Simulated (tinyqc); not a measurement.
Hueckel theory of the pi electrons with the omega technique, for the molecule C=NC=C([CH2+])N (SMILES; centres numbered as the heavy atoms are written), step by step. One step of it, computed by the program tinyqc.

Problem. Omega technique, round 2. h_r = h_r(0) + omega q_r, omega = 1, with q_r = z_r - P_rr.

Hueckel matrix in units of beta (H = alpha + beta A):
```
,1C,2N,3C,4C,5C,6N
1C,0.000000,1.000000,0.000000,0.000000,0.000000,0.000000
2N,1.000000,0.500000,1.000000,0.000000,0.000000,0.000000
3C,0.000000,1.000000,0.000000,1.000000,0.000000,0.000000
4C,0.000000,0.000000,1.000000,0.000000,1.000000,0.800000
5C,0.000000,0.000000,0.000000,1.000000,0.000000,0.000000
6N,0.000000,0.000000,0.000000,0.800000,0.000000,1.500000
```

charge and bond-order matrix P:
```
,1C,2N,3C,4C,5C,6N
1C,0.800716,0.810842,0.257176,-0.230566,-0.412403,0.115953
2N,0.810842,0.957102,0.557852,0.031113,-0.160486,-0.052660
3C,0.257176,0.557852,0.751743,0.577044,0.450839,-0.157462
4C,-0.230566,0.031113,0.577044,0.861612,0.700227,0.321594
5C,-0.412403,-0.160486,0.450839,0.700227,0.722066,-0.182611
6N,0.115953,-0.052660,-0.157462,0.321594,-0.182611,1.906762
```

Centres:
```
centre,"z_r, pi electrons of the neutral centre",h
1C,1,0.000000
2N,1,0.500000
3C,1,0.000000
4C,1,0.000000
5C,1,0.000000
6N,2,1.500000
```

Give: matrix after round 2.

Solution.

matrix after round 2:
```
,1C,2N,3C,4C,5C,6N
1C,0.1993,1.0000,0.0000,0.0000,0.0000,0.0000
2N,1.0000,0.5429,1.0000,0.0000,0.0000,0.0000
3C,0.0000,1.0000,0.2483,1.0000,0.0000,0.0000
4C,0.0000,0.0000,1.0000,0.1384,1.0000,0.8000
5C,0.0000,0.0000,0.0000,1.0000,0.2779,0.0000
6N,0.0000,0.0000,0.0000,0.8000,0.0000,1.5932
```
